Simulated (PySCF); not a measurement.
H₂O₂, singlet: reading a ladder of total energies

Geometry: MP2(full)/6-31G*, from the G2/97 set.

```tsv
atom	x (Å)	y (Å)	z (Å)
O	0.0000	0.7341	-0.0281
O	0.0000	-0.7341	-0.0281
H	0.8395	0.8808	0.4466
H	-0.8395	-0.8808	0.4466
```

Basis STO-3G; PySCF 2.14.0. Only valence electrons are correlated (noble-gas cores frozen), which leaves 14 electrons in 10 orbitals. Prefix R: restricted or restricted open-shell reference.

Full CI is exact within this basis and frozen core; it isn't the basis-set limit.

| level | total energy (hartree) |
| --- | --- |
| RHF | -148.757521 |
| RMP2 | -148.839134 |
| RCCSD | -148.869364 |
| RCCSD(T) | -148.869860 |
| RCCSDT | -148.869968 |
| RCCSDT(Q) | -148.870118 |
| full CI | -148.870183 |

Problem. What is the correlation energy at full CI, and what share of it do RMP2 and RCCSDT recover?

Solution. E(corr) = -148.870183 − (-148.757521) = -0.112662 hartree = -3.066 eV. RMP2: -0.081613 / -0.112662 = 72.44 %. RCCSDT: -0.112447 / -0.112662 = 99.81 %.

Problem. By how many kcal/mol does RCCSD(T) miss full CI (1 hartree = 627.509 kcal/mol), and which steps make up the rest?

Solution. -148.869860 − (-148.870183) = 0.000323 hartree = 0.20 kcal/mol. Steps: RCCSDT − RCCSD(T) = -0.07, RCCSDT(Q) − RCCSDT = -0.09, full CI − RCCSDT(Q) = -0.04 kcal/mol. That is within 1 kcal/mol of the reference in this basis, which itself misses far more of the correlation at the basis-set limit.
